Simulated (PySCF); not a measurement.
## Vibration and rotation of LiO⁻

UHF-CCSD(T) constants of LiO⁻, ³Π (triplet), unpaired electrons σ ↑, π ↑ (PySCF, no relativity, basis sets Li def2-SVPD, O def2-SVPD; masses 7.0160 and 15.9949 u):

* ωe: 658.3 cm⁻¹
* ωexe: 7.35 cm⁻¹
* Be: 1.0748 cm⁻¹
* αe: 0.0192 cm⁻¹

Problem. What force constant and bond length do these constants imply?

Solution. Reduced mass μred = 4.8768 u; k = 5.8918×10⁻⁷·μred·ωe² (u, cm⁻¹, mdyn/Å) = 1.25 mdyn/Å; Re = √(16.8576/(μred·Be)) (u, cm⁻¹, Å) = 1.793 Å.

Problem. Estimate the centrifugal constant D from the Kratzer relation and find the Dunham coefficient a1.

Solution. D = 4Be³/ωe² = 1.15e-05 cm⁻¹; a1 = −1 − αeωe/(6Be²) = -2.82.

Correlated steps freeze 1 core orbital. The state is the lowest determinant that a PBE0 search found; another state may lie lower at other levels.
